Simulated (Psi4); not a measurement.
# SiH2O2 (SMILES O[Si]O) at wB97X/aug-cc-pVDZ

What is the energy change on altering one bond length of SiH2O2 at wB97X/aug-cc-pVDZ? 

The results are computed with Psi4 1.11.

2 further runs of the same task are left out: 2 set aside as unsound or not needed.

### Step 1. The system as given

SiH2O2: 5 atoms, total charge 0, spin state singlet. SMILES: `O[Si]O`. The shape is that of a PBE0-D4/def2-TZVP optimisation. This is one conformer, not always the lowest.

Bond lengths: O1–Si2 1.642 Å, Si2–O3 1.663 Å, O1–H4 0.964 Å, O3–H5 0.960 Å. Angles: O1–Si2–O3 99.4°, Si2–O1–H4 117.5°, Si2–O3–H5 116.1°.

### Step 2. Energy and forces at wB97X/aug-cc-pVDZ

Input file job.json:

```json
{
 "schema_name": "qcschema_input",
 "schema_version": 1,
 "molecule": {
  "schema_name": "qcschema_molecule",
  "schema_version": 2,
  "symbols": ["O", "Si", "O", "H", "H"],
  "geometry": [-2.72725274, -0.19955508, -0.51967468, -0.40062194, -1.49534028, 1.07279752, 1.95775627, 0.35432365, 0.12963521, -2.32795361, 1.22624328, -1.58000001, 3.59255834, -0.02475541, 0.8190073],
  "molecular_charge": 0,
  "molecular_multiplicity": 1,
  "fix_symmetry": "c1"
 },
 "driver": "gradient",
 "model": {
  "method": "wb97x",
  "basis": "aug-cc-pVDZ"
 },
 "keywords": {
  "puream": true,
  "e_convergence": 1e-09,
  "d_convergence": 1e-08,
  "scf_type": "pk",
  "dft_radial_points": 99,
  "dft_spherical_points": 590,
  "scf_properties": ["QUADRUPOLE", "MULLIKEN_CHARGES", "WIBERG_LOWDIN_INDICES"]
 }
}
```

On the command line:

```console
$ psi4 --qcschema job.json -n 1 --memory 2200MB
```

stdout:

```text
[...]
  Running in c1 symmetry.
[...]
  Nuclear repulsion =  103.646253707904961
[...]
  Multiplicity = 1
[...]
  Nalpha       = 16
  Nbeta        = 16
[...]
    Number of basis functions: 91
[...]
   @RKS iter   1:  -440.91148125448910   -5.79853e-01   9.24807e-03 DIIS/ADIIS
[...]
   @RKS iter  11:  -441.17818489310679   -1.97815e-11   7.15677e-09 DIIS
[...]
    Orbital Energies [Eh]
    ---------------------
    Doubly Occupied:
       1A    -66.187823     2A    -19.235368     3A    -19.229027
       4A     -5.425827     5A     -3.784425     6A     -3.782236
       7A     -3.777344     8A     -1.161552     9A     -1.132385
      10A     -0.690577    11A     -0.643085    12A     -0.523796
      13A     -0.492963    14A     -0.483509    15A     -0.447075
      16A     -0.350831
[...]
  @RKS Final Energy:  -441.17818489310679
   => Energetics <=
    Nuclear Repulsion Energy =            103.6462537079049611
    One-Electron Energy =                -815.6415524273716073
    Two-Electron Energy =                 299.4189692923961275
    DFT Exchange-Correlation Energy =     -28.6018554660362909
    Empirical Dispersion Energy =           0.0000000000000000
    VV10 Nonlocal Energy =                  0.0000000000000000
    Total Energy =                       -441.1781848931067884
[...]
 Multipole Moments:
 ------------------------------------------------------------------------------------
     Multipole            Electronic (a.u.)      Nuclear  (a.u.)        Total (a.u.)
 ------------------------------------------------------------------------------------
 L = 1.  Multiply by 2.5417464519 to convert [e a0] to [Debye]
 Dipole X            :         -0.3243966            0.9827718            0.6583752
 Dipole Y            :         -0.9425353            1.2000747            0.2575394
 Dipole Z            :          0.6861841           -0.7406014           -0.0544174
 Magnitude           :                                                    0.7090457
 L = 2.  Multiply by 1.3450342976 to convert [e a0^2] to [Debye ang]
 Quadrupole XX       :       -124.4928478          107.3233729          -17.1694749
 Quadrupole XY       :        -10.6170435            9.3147845           -1.3022590
[...]
  Mulliken Charges: (a.u.)
   Center  Symbol    Alpha    Beta     Spin     Total
       1     O     4.27634  4.27634  0.00000 -0.55269
       2    SI     6.54473  6.54473  0.00000  0.91054
       3     O     4.28623  4.28623  0.00000 -0.57247
       4     H     0.44462  0.44462  0.00000  0.11076
       5     H     0.44808  0.44808  0.00000  0.10385
   Total alpha = 16.00000, Total beta = 16.00000, Total charge = -0.00000
  Wiberg Bond Indices using Orthogonal Lowdin Orbitals:
[...]
  -Total Gradient:
     Atom            X                  Y                   Z
    ------   -----------------  -----------------  -----------------
       1        0.017418900354    -0.011141193958     0.013100170435
       2       -0.000698132937     0.025929589515    -0.021136301438
       3       -0.015907517459    -0.013883985703     0.007503572407
       4        0.000349732702    -0.000566243731     0.000530342126
       5       -0.001047346837    -0.000416526354     0.000092586463
[...]
```

The result, in JSON:

```text
{
 "driver": "gradient",
 "model": {
  "method": "wb97x",
  "basis": "aug-cc-pVDZ"
 },
 "success": true,
 "return_result": [0.017418900353603856, -0.011141193958242673, 0.013100170435339994, -0.000698132937253456, 0.025929589515302984, -0.021136301437797933, -0.015907517458543158, -0.013883985703389626, 0.007503572406853676, 0.0003497327018411392, -0.0005662437305868906, 0.0005303421257719931, -0.0010473468368075722, -0.00041652635368933516, 9.258646340641608e-05],
 "properties": {
  "calcinfo_nbasis": 91,
  "calcinfo_nmo": 91,
  "calcinfo_nalpha": 16,
  "calcinfo_nbeta": 16,
  "calcinfo_natom": 5,
  "nuclear_repulsion_energy": 103.64625370790496,
  "return_energy": -441.1781848931068,
  "return_gradient": [0.017418900353603856, -0.011141193958242673, 0.013100170435339994, -0.000698132937253456, 0.025929589515302984, -0.021136301437797933, -0.015907517458543158, -0.013883985703389626, 0.007503572406853676, 0.0003497327018411392, -0.0005662437305868906, 0.0005303421257719931, -0.0010473468368075722, -0.00041652635368933516, 9.258646340641608e-05],
  "scf_one_electron_energy": -815.6415524273716,
  "scf_two_electron_energy": 299.4189692923961,
  "scf_xc_energy": -28.60185546603629,
  "scf_dipole_moment": [0.6583752356830748, 0.25753944002812423, -0.05441736551532872],
  "scf_total_energy": -441.1781848931068,
  "scf_total_gradient": [0.017418900353603856, -0.011141193958242673, 0.013100170435339994, -0.000698132937253456, 0.025929589515302984, -0.021136301437797933, -0.015907517458543158, -0.013883985703389626, 0.007503572406853676, 0.0003497327018411392, -0.0005662437305868906, 0.0005303421257719931, -0.0010473468368075722, -0.00041652635368933516, 9.258646340641608e-05],
  "scf_iterations": 11
 }
}
```

Wall time 63 s (1 thread of Intel Xeon Platinum 8259CL at 2.50GHz (Skylake/Cascade Lake), shared host); peak memory 1.2 GiB.

### Step 3. The distorted shape, same level

Input file calc.in:

```
memory 2200 MB

molecule {
  0 1
  O     -3.54466701    -0.01001177    -0.86436640
  Si    -1.21803620    -1.30579697     0.72810581
  O      1.14034200     0.54386696    -0.21505650
  H     -3.14536788     1.41578659    -1.92469173
  H      3.59255834    -0.02475541     0.81900730
  units au
  symmetry c1
}

set {
  puream               true
  e_convergence        1e-09
  d_convergence        1e-08
  scf_type             pk
  dft_radial_points    99
  dft_spherical_points 590
}

gradient('wb97x/aug-cc-pVDZ')
```

On the command line:

```console
$ psi4 -n 1 calc.in calc.out
```

calc.out:

```text
[...]
  Running in c1 symmetry.
[...]
  Nuclear repulsion =  101.538264293666145
[...]
  Multiplicity = 1
[...]
  Nalpha       = 16
  Nbeta        = 16
[...]
    Number of basis functions: 91
[...]
   @RKS iter   1:  -440.76791258658818   -6.58924e-01   9.59539e-03 DIIS/ADIIS
[...]
   @RKS iter  13:  -441.08745319814693   -1.93268e-12   2.69823e-09 DIIS
[...]
    Orbital Energies [Eh]
    ---------------------
    Doubly Occupied:
       1A    -66.182042     2A    -19.252533     3A    -19.227411
       4A     -5.420140     5A     -3.778602     6A     -3.776473
       7A     -3.771856     8A     -1.148175     9A     -1.086643
      10A     -0.669864    11A     -0.586305    12A     -0.505784
      13A     -0.485042    14A     -0.472318    15A     -0.437193
      16A     -0.343581
[...]
  @RKS Final Energy:  -441.08745319814693
   => Energetics <=
    Nuclear Repulsion Energy =            101.5382642936661455
    One-Electron Energy =                -811.7260939516881990
    Two-Electron Energy =                 297.5842807586447520
    DFT Exchange-Correlation Energy =     -28.4839042987695592
    Empirical Dispersion Energy =           0.0000000000000000
    VV10 Nonlocal Energy =                  0.0000000000000000
    Total Energy =                       -441.0874531981469318
[...]
 Multipole Moments:
 ------------------------------------------------------------------------------------
     Multipole            Electronic (a.u.)      Nuclear  (a.u.)        Total (a.u.)
 ------------------------------------------------------------------------------------
 L = 1.  Multiply by 2.5417464519 to convert [e a0] to [Debye]
 Dipole X            :         -0.4884233            1.3748728            0.8864495
 Dipole Y            :         -0.8628783            1.1091537            0.2462754
 Dipole Z            :          0.5833686           -0.5752581            0.0081104
 Magnitude           :                                                    0.9200598
[...]
  -Total Gradient:
     Atom            X                  Y                   Z
    ------   -----------------  -----------------  -----------------
       1        0.016943712930    -0.012954257113     0.014453807142
       2       -0.005413347435     0.032293768800    -0.027385778528
       3       -0.125372957896     0.003351681890    -0.032069766401
       4        0.000800693399    -0.001303461275     0.001233176914
       5        0.113164055561    -0.021466570690     0.043860829619
[...]
```

Wall time 65 s (1 thread of Intel Xeon Platinum 8259CL at 2.50GHz (Skylake/Cascade Lake), shared host); peak memory 1.2 GiB.

### Step 4. What came out

At wB97X/aug-cc-pVDZ:

| quantity | value |
| --- | --- |
| first shape: total energy | -441.17818 Eh |
| first shape: dipole moment | 1.80 D |
| first shape: HOMO energy | -9.55 eV |
| first shape: LUMO energy | 0.70 eV |
| first shape: HOMO–LUMO gap | 10.25 eV |
| first shape: largest force on an atom | 1.721 eV/Å |
| distorted shape: total energy | -441.08745 Eh |
| distorted shape: dipole moment | 2.34 D |
| distorted shape: HOMO energy | -9.35 eV |
| distorted shape: LUMO energy | -0.45 eV |
| distorted shape: HOMO–LUMO gap | 8.90 eV |
| distorted shape: largest force on an atom | 6.657 eV/Å |
| energy change with the O3–H5 bond stretched from 0.960 to 1.440 Å | 2.469 eV |

**Reading.** With the O3–H5 bond stretched from 0.960 to 1.440 Å the energy rises by 2.47 eV (238 kJ/mol). The first shape isn't relaxed at this level, so the change isn't measured from a minimum. The largest force (first shape) is 1.72 eV/Å: the shape isn't a stationary point for this species at this level. Mulliken charges (first shape) run from -0.57 on O3 to +0.91 on Si2; in a basis this large or diffuse they mean little.
